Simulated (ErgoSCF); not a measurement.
# One shape, several levels: H2S2 (SMILES SS)

We compute a comparison of 4 runs (HF/STO-3G, HF/def2-SVP, PBE0/cc-pVDZ, PBE0/def2-SVP) of H2S2. 

Program for the calculation: ErgoSCF 3.8.

### 1 The structure to begin with

H2S2 has 4 atoms, charge 0, and is taken as a singlet. As SMILES, `SS`. The shape is that of a GFN2-xTB optimisation.

Bond lengths: S1–S2 2.046 Å, S1–H3 1.341 Å, S2–H4 1.341 Å. Angles: S1–S2–H4 98.2°, S2–S1–H3 98.1°.

### 2 The energy at HF/STO-3G (run 1)

Input file ergo.in:

```
# single point, H2S2
set_nthreads("env")
molecule_inline
S  1.44924986 -1.50635739 0.27104342
S  0.06362708 2.10114868 0.14823012
H  -0.39002057 -2.54971297 1.66630380
H  -1.12287526 1.95494057 -2.08559624
EOF
scf.max_number_of_iterations = 120
tmpdir = "."
scf.output_mulliken_pop = 1
basis = "STO-3G"
scf.use_diagonalization = 1
run "HF"
```

The basis set STO-3G is read from a file made from the Basis Set Exchange's data (not shown).

Started as:

```
ergo ergo.in
```

Standard output:

```text
[...]
INSC SCF_general constructor, number of basis functions: 20
[...]
INSC Energy   1 =       -757.12853010927
[...]
INDE E_LUMO =          0.34279510273
[...]
INSC Energy  10 =       -787.49067850348  ( diff     -0.000000000002615 )
[...]
RESC CONVERGED after  10 iterations.
RESC FINAL ENERGY:       -787.49067850348
[...]
INSC SCF: dipole_moment_x [atomic units] =      -0.38447465
INSC SCF: dipole_moment_y [atomic units] =      -0.15136514
INSC SCF: dipole_moment_z [atomic units] =      -0.10664425
[...]
```

Run time: 0.99 s. Hardware: 1 thread of Intel Xeon Platinum 8488C (Sapphire Rapids), shared host; peak memory 0.27 GiB.

### 3 A single-point energy at HF/def2-SVP (run 2)

Input file run.inp:

```
set_nthreads("env")
molecule_inline
S  1.44924986 -1.50635739 0.27104342
S  0.06362708 2.10114868 0.14823012
H  -0.39002057 -2.54971297 1.66630380
H  -1.12287526 1.95494057 -2.08559624
EOF
scf.output_mulliken_pop = 1
basis = "def2-SVP"
scf.use_diagonalization = 1
scf.max_number_of_iterations = 120
tmpdir = "."
run "HF"
```

The basis set def2-SVP is read from a file made from the Basis Set Exchange's data (not shown).

Started as:

```
ergo run.inp
```

Standard output:

```text
[...]
INSC SCF_general constructor, number of basis functions: 46
[...]
INSC Energy   1 =       -437.28112201641
[...]
INDE E_LUMO =          0.13348259645
[...]
INSC Energy  15 =       -795.96542121708  ( diff     -0.000000000001137 )
[...]
RESC CONVERGED after  15 iterations.
RESC FINAL ENERGY:       -795.96542121708
[...]
INSC SCF: dipole_moment_x [atomic units] =      -0.51359616
INSC SCF: dipole_moment_y [atomic units] =      -0.20215901
INSC SCF: dipole_moment_z [atomic units] =      -0.14237254
[...]
```

It took 5.4 s on 1 thread of Intel Xeon Platinum 8488C (Sapphire Rapids), shared host; peak memory 0.27 GiB.

Run 3 isn't shown in full; the table further down has it.

### 4 The energy at PBE0/def2-SVP (run 4)

Input file ergo.in:

```
set_nthreads("env")
basis = "def2-SVP"
XC.angint = 41
scf.max_number_of_iterations = 120
charge = 0
tmpdir = "."
scf.use_diagonalization = 1
XC.sparse_mode = 0
scf.output_mulliken_pop = 1
XC.radint = 1e-11
molecule_inline
S    1.44924986  -1.50635739   0.27104342
S    0.06362708   2.10114868   0.14823012
H   -0.39002057  -2.54971297   1.66630380
H   -1.12287526   1.95494057  -2.08559624
EOF
run "PBE0"
```

The basis set def2-SVP is read from a file made from the Basis Set Exchange's data (not shown).

Started as:

```
ergo ergo.in
```

Standard output:

```text
[...]
INDF Weighted mixed functional:
[...]
INSC Energy   1 =       -445.07889430897
[...]
INDE E_LUMO =         -0.01866984034
[...]
INSC Energy  13 =       -797.04613059997  ( diff     -0.000000000003183 )
[...]
RESC CONVERGED after  13 iterations.
RESC FINAL ENERGY:       -797.04613059997
[...]
INSC SCF: dipole_moment_x [atomic units] =      -0.50519548
INSC SCF: dipole_moment_y [atomic units] =      -0.19886848
INSC SCF: dipole_moment_z [atomic units] =      -0.14003329
[...]
```

Run time: 6.6 s. Hardware: 1 thread of Intel Xeon Platinum 8488C (Sapphire Rapids), shared host; peak memory 0.27 GiB.

### 5 Overview of the runs

```tsv
run	level	integration grid	radint	energy (Eh)	dipole moment (D)	wall time
1	HF/STO-3G	–	–	-787.490679	1.08	0.99 s
2	HF/def2-SVP	–	–	-795.965421	1.45	5.4 s
3	PBE0/cc-pVDZ	Turbo	1e-11	-797.303620	1.37	22 s
4	PBE0/def2-SVP	Turbo	1e-11	-797.046131	1.43	6.6 s
```

### 6 Outcome

| quantity | value |
| --- | --- |
| run 4: total energy | -797.04613 Eh |
| run 4: dipole moment | 1.43 D |

In words: The dipole moment (its size) runs from 1.08 D (HF/STO-3G) to 1.45 D (HF/def2-SVP). In run 1 the basis is minimal, so the values are rough. All runs together took 35 s, the longest 22 s.
